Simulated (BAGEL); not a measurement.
**doublet C3H4FN+: levels of theory compared**

We compute a comparison of 3 runs (UHF/3-21G, ROHF/6-31G*, ROHF/def2-SVP) of doublet C3H4FN+. 

Program for the calculation: BAGEL 1.2.2.

### Step 1. The system as given

The species is C3H4FN+ (9 atoms), meant as a doublet with charge +1. SMILES of the parent species: `N=C/C=C/F`. The shape is that of a GFN2-xTB optimisation. This is one conformer, not always the lowest. That shape belongs to the parent species and isn't relaxed for this state.

Bond lengths: N1–C2 1.258 Å, C2–C3 1.463 Å, C3–C4 1.328 Å, C4–F5 1.335 Å, N1–H6 1.018 Å, C2–H7 1.087 Å, C3–H8 1.080 Å, C4–H9 1.082 Å. Angles: N1–C2–C3 129.5°, C2–C3–C4 123.8°, C3–C4–F5 121.9°, N1–C2–H7 115.6°, C3–C2–H7 114.8°, C2–N1–H6 115.7°, C2–C3–H8 117.1°, C4–C3–H8 119.1°, C3–C4–H9 126.6°, F5–C4–H9 111.5°.

### Step 2. A single-point energy at UHF/3-21G (density fitting with qzvpp-jkfit) (run 1)

calc.json reads:

```json
{ "bagel" : [

{
  "title" : "molecule",
  "basis" : "3-21g",
  "df_basis" : "qzvpp-jkfit",
  "angstrom" : true,
  "geometry" : [
    { "atom" : "N", "xyz" : [    0.832070,    1.271940,   -1.110820 ] },
    { "atom" : "C", "xyz" : [    0.999220,    0.119140,   -0.634830 ] },
    { "atom" : "C", "xyz" : [    0.135650,   -0.654420,    0.257200 ] },
    { "atom" : "C", "xyz" : [   -1.039780,   -0.226390,    0.701810 ] },
    { "atom" : "F", "xyz" : [   -1.797530,   -0.965290,    1.515470 ] },
    { "atom" : "H", "xyz" : [   -0.029000,    1.742420,   -0.838500 ] },
    { "atom" : "H", "xyz" : [    1.919450,   -0.380220,   -0.925430 ] },
    { "atom" : "H", "xyz" : [    0.489050,   -1.628780,    0.561490 ] },
    { "atom" : "H", "xyz" : [   -1.509120,    0.721600,    0.473610 ] }
  ]
},
{ "title" : "uhf", "charge" : 1, "nopen" : 1 },
{ "title" : "print", "file" : "orbitals.molden", "orbitals" : true }

]}
```

The run is started by

```sh
BAGEL_NUM_THREADS=1 BAGEL calc.json > calc.out
```

The program printed:

```text
* using 1 threads per process

  ===============================================================
  ===============================================================

  *** Geometry ***

  { "atom" : "N", "xyz" : [      1.572384,      2.403618,     -2.099146 ] },
  { "atom" : "C", "xyz" : [      1.888252,      0.225142,     -1.199655 ] },
  { "atom" : "C", "xyz" : [      0.256341,     -1.236675,      0.486038 ] },
[... 5 lines of this table left out ...]
  { "atom" : "H", "xyz" : [     -2.851823,      1.363626,      0.894993 ] },

  Number of auxiliary basis functions:      451

  Since a DF basis is specified, we compute 2- and 3-index integrals:
    o Being stored without compression. Storage requirement is 0.010 GB

  Number of basis functions:       53
  Number of electrons      :       38

    * METHOD: MOLECULE                             0.84

  *** Open-shell HF ***

  === Nuclear Repulsion ===
   154.5846273322

      * DIIS with orbital gradients will be used.

  === UHF iteration (3-21g) ===
      0       -267.73443834          0.05251986           0.21
      1       -267.85334666          0.03810318           0.25
      2       -267.89376298          0.02765413           0.45
[... 35 lines of this table left out ...]
     38       -267.93942937          0.00000001           0.50
    * SCF iteration converged.

    * S^2 (UHF) is 0.9254

    * Permanent dipole moment:
           (    0.100422,     0.028978,    -0.065266) a.u.

    * METHOD: UHF                                 13.50

    * METHOD: PRINT                                0.01

  ===============================================================
```

Run time: 15 s. Hardware: 1 thread of Intel Xeon at 2.50GHz (Skylake/Cascade Lake), shared host.

### Step 3. The energy at ROHF/6-31G(d) (density fitting with qzvpp-jkfit, spherical functions) (run 2)

hf.json reads:

```json
{ "bagel" : [

{
  "title" : "molecule",
  "basis" : "6-31gs.json",
  "df_basis" : "qzvpp-jkfit",
  "angstrom" : true,
  "geometry" : [
    { "atom" : "N", "xyz" : [       0.832070,       1.271940,      -1.110820 ] },
    { "atom" : "C", "xyz" : [       0.999220,       0.119140,      -0.634830 ] },
    { "atom" : "C", "xyz" : [       0.135650,      -0.654420,       0.257200 ] },
    { "atom" : "C", "xyz" : [      -1.039780,      -0.226390,       0.701810 ] },
    { "atom" : "F", "xyz" : [      -1.797530,      -0.965290,       1.515470 ] },
    { "atom" : "H", "xyz" : [      -0.029000,       1.742420,      -0.838500 ] },
    { "atom" : "H", "xyz" : [       1.919450,      -0.380220,      -0.925430 ] },
    { "atom" : "H", "xyz" : [       0.489050,      -1.628780,       0.561490 ] },
    { "atom" : "H", "xyz" : [      -1.509120,       0.721600,       0.473610 ] }
  ]
},

{
  "title" : "rohf",
  "charge" : 1,
  "nopen" : 1
},

{
  "title" : "print",
  "file" : "orbitals.molden",
  "orbitals" : true
}

]}
```

The basis set 6-31G* is read from a file made from the Basis Set Exchange's data (not shown).

The run is started by

```sh
BAGEL_NUM_THREADS=1 BAGEL hf.json > hf.out
```

The program printed:

```text
* using 1 threads per process

  ===============================================================
  ===============================================================

  *** Geometry ***

  { "atom" : "N", "xyz" : [      1.572384,      2.403618,     -2.099146 ] },
  { "atom" : "C", "xyz" : [      1.888252,      0.225142,     -1.199655 ] },
  { "atom" : "C", "xyz" : [      0.256341,     -1.236675,      0.486038 ] },
[... 5 lines of this table left out ...]
  { "atom" : "H", "xyz" : [     -2.851823,      1.363626,      0.894993 ] },

  Number of auxiliary basis functions:      451

  Since a DF basis is specified, we compute 2- and 3-index integrals:
    o Being stored without compression. Storage requirement is 0.022 GB

  Number of basis functions:       78
  Number of electrons      :       38

    * METHOD: MOLECULE                             1.37

  *** Open-shell HF ***

  === Nuclear Repulsion ===
   154.5846273322

      * DIIS with orbital gradients will be used.

  === ROHF iteration (6-31gs.json) ===
      0       -269.16311930          0.04699636           0.41
      1       -269.29126945          0.03599480           0.36
      2       -269.34372227          0.02753610           0.36
[... 17 lines of this table left out ...]
     20       -269.42327388          0.00000001           0.59
    * SCF iteration converged.

    * S^2 (ROHF) is 0.7500

    * Permanent dipole moment:
           (    0.202123,     0.175102,    -0.202391) a.u.

    * METHOD: ROHF                                11.70

    * METHOD: PRINT                                0.03

  ===============================================================
```

Run time: 14 s. Hardware: 1 thread of Intel Xeon at 2.50GHz (Skylake/Cascade Lake), shared host.

### Step 4. A single-point energy at ROHF/def2-SVP (density fitting with qzvpp-jkfit) (run 3)

job.json reads:

```json
{ "bagel" : [

{
  "title" : "molecule",
  "basis" : "svp",
  "df_basis" : "qzvpp-jkfit",
  "angstrom" : true,
  "geometry" : [
    { "atom" : "N", "xyz" : [       0.832070,       1.271940,      -1.110820 ] },
    { "atom" : "C", "xyz" : [       0.999220,       0.119140,      -0.634830 ] },
    { "atom" : "C", "xyz" : [       0.135650,      -0.654420,       0.257200 ] },
    { "atom" : "C", "xyz" : [      -1.039780,      -0.226390,       0.701810 ] },
    { "atom" : "F", "xyz" : [      -1.797530,      -0.965290,       1.515470 ] },
    { "atom" : "H", "xyz" : [      -0.029000,       1.742420,      -0.838500 ] },
    { "atom" : "H", "xyz" : [       1.919450,      -0.380220,      -0.925430 ] },
    { "atom" : "H", "xyz" : [       0.489050,      -1.628780,       0.561490 ] },
    { "atom" : "H", "xyz" : [      -1.509120,       0.721600,       0.473610 ] }
  ]
},

{
  "title" : "rohf",
  "charge" : 1,
  "nopen" : 1
},

{
  "title" : "print",
  "file" : "orbitals.molden",
  "orbitals" : true
}

]}
```

The run is started by

```sh
BAGEL_NUM_THREADS=1 BAGEL job.json > job.out
```

The program printed:

```text
* using 1 threads per process

  ===============================================================
  ===============================================================

  *** Geometry ***

  { "atom" : "N", "xyz" : [      1.572384,      2.403618,     -2.099146 ] },
  { "atom" : "C", "xyz" : [      1.888252,      0.225142,     -1.199655 ] },
  { "atom" : "C", "xyz" : [      0.256341,     -1.236675,      0.486038 ] },
[... 5 lines of this table left out ...]
  { "atom" : "H", "xyz" : [     -2.851823,      1.363626,      0.894993 ] },

  Number of auxiliary basis functions:      451

  Since a DF basis is specified, we compute 2- and 3-index integrals:
    o Being stored without compression. Storage requirement is 0.029 GB

  Number of basis functions:       90
  Number of electrons      :       38

    * METHOD: MOLECULE                             0.95

  *** Open-shell HF ***

  === Nuclear Repulsion ===
   154.5846273322

      * DIIS with orbital gradients will be used.

  === ROHF iteration (svp) ===
      0       -269.01656751          0.03448105           0.61
      1       -269.13240456          0.02444847           0.49
      2       -269.16776897          0.01799463           0.56
[... 17 lines of this table left out ...]
     20       -269.21299319          0.00000001           0.67
    * SCF iteration converged.

    * S^2 (ROHF) is 0.7500

    * Permanent dipole moment:
           (    0.159555,     0.114219,    -0.147147) a.u.

    * METHOD: ROHF                                14.39

    * METHOD: PRINT                                0.04

  ===============================================================
```

Wall time 17 s (1 thread of Intel Xeon at 2.50GHz (Skylake/Cascade Lake), shared host).

### Step 5. Overview of the runs

```csv
run,level,energy (Eh),⟨S²⟩,wall time
1,UHF/3-21G (density fitting with qzvpp-jkfit),-267.939429,0.925,15 s
2,"ROHF/6-31G* (density fitting with qzvpp-jkfit, spherical functions)",-269.423274,0.750,14 s
3,ROHF/def2-SVP (density fitting with qzvpp-jkfit),-269.212993,0.750,17 s
```

### Step 6. Summary of results

```
           quantity          value
run 3: total energy  -269.21299 Eh
        run 3: ⟨S²⟩          0.750
```

**Reading.** Spin contamination of the reference: run 1 ⟨S²⟩ = 0.93. All runs together took 47 s, the longest 17 s.
